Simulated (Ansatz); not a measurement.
Diamond-structure Ge, treated with B3LYP (VWN-RPA form) in Ansatz (PAW).

Settings: plane-wave cutoff 460 eV, 8×8×8 k mesh, Fermi–Dirac smearing 0.01 eV, scalar-relativistic PAW data made under PBE.

Cell (relaxed at this level):

Ge is modelled in the cubic space group Fd-3m, origin choice 1 (No. 227), the diamond structure, Pearson symbol cF8. Cell: a = b = c = 5.775 Å, α = β = γ = 90.00°. Ge on 8b is surrounded by 4 Ge at 2.501 Å (tetrahedral). (Neighbours: up to the widest gap in distance over summed covalent radii, below 1.35, at either atom.)
(The calculation used a cell of 2 atoms; values per cell refer to that cell.)

**Question.** What does this level give for the bulk modulus B0 and width of the whole s-p valence band?

**Answer.** 
- bulk modulus B0: 58.0 GPa
- width of the whole s-p valence band: 13.56 eV

The run finds no gap.

Measured, for comparison: bulk modulus 77.3 GPa (low-temperature value with the zero-point effect removed, our sources range from 77.3 to 79.4; as tabulated in Tanner et al. (2021), arXiv:2110.11888). Computed (rounded) less measured: bulk modulus -25 % (-25 % to -27 % over the range).

Note: the gap of the solid is closed in this run; this level leaves the solid without a gap, although one is measured.

Spin–orbit coupling is not included.

Computing time: roughly 15 core-minutes.

Ansatz is a first-principles code.
